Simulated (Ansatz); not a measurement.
The cluster Na₃. Charge 0, multiplicity 2. Geometry B3LYP/def2-TZVP; atoms count from 1.

```xyz
3

Na    0.7011    0.6974   -0.2977
Na    0.9596   -2.3224   -1.3956
Na   -1.6607    1.6250    1.6933
```

Another isomer (doublet) lies 0.04 eV lower at PBE0/def2-TZVP; other spin states weren't run for this one.

Problem. Estimate the Mulliken populations from the PBE0/def2-TZVP orbitals of Ansatz.

Solution. 
| atom | charge (e) | spin (α − β) |
| --- | --- | --- |
| Na1 | 0.05 | -0.14 |
| Na2 | -0.02 | 0.57 |
| Na3 | -0.02 | 0.57 |
Mulliken values depend strongly on the basis.

Problem. Where does the spin sit?

Solution. Summed by element: Na 1.00, of 1 unpaired in all. Largest on single atoms: Na3 0.57, Na2 0.57, Na1 -0.14.

Problem. And the Mayer bond orders between heavy atoms (over 0.3)?

Solution. Na1–Na2 0.55 (3.22 Å); Na1–Na3 0.55 (3.23 Å).
